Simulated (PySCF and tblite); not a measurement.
C₄H₃NO, numbered as in [CH2:1]=[CH:2][C:3](=[O:4])[C:5]#[N:6]. Search: ETKDG and KDG, MMFF94s, GFN2-xTB, 90 starts; geometries at PBE0-D3(BJ)/def2-SVP. Energies: B3LYP-D3(BJ)/def2-TZVP (IEF-PCM, chloroform), with GFN2-xTB thermal terms (modes under about 100 cm⁻¹ blended into free rotors). Symmetry numbers and mirror images are counted. Conformers within 3 kcal/mol (GFN2-xTB free energy) were kept, 8 at most. GIAO shieldings: PBE0/pcSseg-1 (IEF-PCM, chloroform). Shifts are against TMS (¹H), TMS (¹³C), NH3 (¹⁵N) at the same level; of two unlike H on one atom, a is the less shielded. Codes: tblite and PySCF.

Torsions listed: C1–C2–C3–O4.

```json
{"conformer": "1", "shape": "180°", "point group": "Cs", "mirror pair": "no", "ΔE(DFT)": "0.00", "Δ(G−E) at 250 K": "0.00", "δ H1b (ppm)": "7.37"}
{"conformer": "2", "shape": "0°", "point group": "Cs", "mirror pair": "no", "ΔE(DFT)": "1.86", "Δ(G−E) at 250 K": "-0.07", "δ H1b (ppm)": "6.85"}
```

Energies in kcal/mol; the thermal term leaves out symmetry numbers and mirror images.

(1) Work out the weights at 250 K and the ¹H shift of H1b under fast exchange.

## Answers

(1) RT = 0.497 kcal/mol. Each conformer gets RT ln(σ/g), with σ the rotational symmetry number and g = 2 for a mirror pair: 1: σ = 1, g = 1, G = 0.00 + 0.00 + 0.00 = 0.00, 0.00 above the lowest, exp(−ΔG/RT) = 1.000; 2: σ = 1, g = 1, G = 1.86 − 0.07 + 0.00 = 1.79, 1.79 above the lowest, exp(−ΔG/RT) = 0.027. The sum is 1.027, so the weights are 97.4, 2.6 %. The averaged shift is 7.36 ppm. At 298.15 K it is 7.35 ppm. At 298.15 K the leading conformer alone gives 7.37 ppm and bare DFT energies give 7.35 ppm.


¹⁵N shifts are against a computed isolated NH3 molecule, about 20 ppm from the liquid.